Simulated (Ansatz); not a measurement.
2H WSe₂, treated with PBE-D4 in Ansatz (plane waves, PAW).

Settings: plane-wave cutoff 520 eV, 12×12×4 k mesh (along the axes of the cell as run), Fermi–Dirac smearing 0.01 eV, no spin polarisation, scalar-relativistic PAW data made under PBE.

Properties against volume:

Shape and atoms are relaxed at each volume.

```
V (Å³/atom)  P (GPa)  direct gap at Γ (eV)  smallest gap on the k mesh (eV)   c (Å)
-----------  -------  --------------------  -------------------------------  ------
19.116          2.38                 2.622                            0.775  12.510
19.515          1.06                 2.634                            0.844  12.665
19.913         -0.01                 2.651                            0.912  12.833
20.311         -0.83                 2.673                            0.980  13.012
20.709         -1.46                 2.700                            1.048  13.204
```

The fundamental gap (0.89 eV at the equilibrium volume, with added k points) lies elsewhere than Γ–Γ.

Note: the bulk modulus comes from volumes at which shape and atoms were relaxed.

Spin–orbit coupling is not included.

Ansatz is a first-principles code.
